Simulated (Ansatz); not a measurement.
## BH2SCl (SMILES SBCl): the energy, rung by rung

BH2SCl: 5 atoms, total charge 0, spin state singlet. As SMILES, `SBCl`. Geometry: relaxed at PBE0-D4/def2-TZVP. This is one conformer, not always the lowest.

```tsv
atom	x (Å)	y (Å)	z (Å)
S	-1.2945	-0.0088	-0.3235
B	0.4029	-0.2178	0.1647
Cl	0.8887	-1.7389	0.8689
H	-1.1576	1.2482	-0.7771
H	1.2104	0.6434	0.0257
```

Quantity: the energy change with the S1–H4 bond stretched from 1.343 to 2.015 Å, in eV. The values are calculated.

```tsv
level	kind	program	value (eV)	less FCI/STO-3G	CPU time (all runs)
HF/STO-3G (restricted)	Hartree–Fock	Ansatz	3.85	+1.47	0.33 s
SVWN5/STO-3G (restricted)	LDA	Ansatz	2.64	+0.26	1.8 s
revPBE/STO-3G (restricted)	GGA	Ansatz	2.48	+0.10	2.8 s
r2SCAN0/STO-3G (restricted)	hybrid meta-GGA	Ansatz	3.07	+0.69	6.7 s
wB97X/STO-3G (restricted)	range-separated hybrid	Ansatz	3.15	+0.77	13 s
B2PLYP/STO-3G (restricted)	double hybrid	Ansatz	2.89	+0.51	3.9 s
MP2/STO-3G (restricted)	perturbation theory	Ansatz	3.04	+0.66	0.39 s
CCSD/STO-3G (restricted)	coupled cluster or CI	Ansatz	2.40	+0.02	0.48 s
CCSDTQ/STO-3G (restricted)	coupled cluster or CI	Ansatz	2.38	0.00	19 s
FCI/STO-3G	exact in the basis	Ansatz	2.38	0.00	39 s
```

FCI/STO-3G is exact within its basis and frozen core, so for wave-function methods in that basis the difference is their error; functionals converge differently with the basis, so for them it is only a difference. Spin-restricted single references rise too steeply as a bond breaks, Hartree–Fock most of all. The first shape isn't each level's own minimum. The values span 2.38 to 3.85 eV. All rows use very small basis sets, so even the best lies far from the true value. Times are those of the runs behind each value, whatever else they computed, on shared processors of several kinds: orders of magnitude only.
